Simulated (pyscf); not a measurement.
This saddle point was located with ωB97X-D3(BJ)/def2-SVP in PySCF.

```xyz
10

O     -0.1330     0.3062     1.0129
Si    -1.0481     0.4812    -0.2694
O     -2.1783    -0.6615    -0.6738
O     -1.6711     1.9337    -0.7350
H     -2.1820    -1.4306    -0.0934
H     -2.5837     1.9208    -1.0404
N      0.5341     0.2352    -1.2569
H      0.7550     0.1841    -0.0553
H      0.9130     1.0347    -1.7640
H      0.6701    -0.6188    -1.7962
```
Charge 0, spin multiplicity 1.

Surface: singlet, charge 0. Lowest wavenumbers (cm⁻¹): 1357i, 151, 240, 270, 294.

Problem. Name the species on either side of this saddle.

Solution. O=Si(OH)–OH (SMILES O=[Si](O)O) + NH₃ (SMILES N) ⇌ H₂N–Si(OH)(OH)–OH (SMILES N[Si](O)(O)O), an addition across a multiple bond or ene-type step read from left to right: H–N broken and H–O, N–Si formed. At ωB97M-D3(BJ)/def2-TZVP it lies -0.76 eV from the left side and +1.75 eV from the right (each side as separated species at their lowest minima found). On the reactant side the descent ends in an adduct with a N–Si contact, 1.44 eV under the separated species and 0.62 eV under the saddle at ωB97X-D3(BJ)/def2-TZVP. At ωB97M-D3(BJ) the saddle lies under the separated reactants, which points to a path from their complex (located at ωB97X-D3(BJ) alone). What is counted as formed (N–Si) is already present as a longer contact in the reactant adduct; forming that adduct is a step of its own. One saddle was located; it need not be the lowest between these sides.
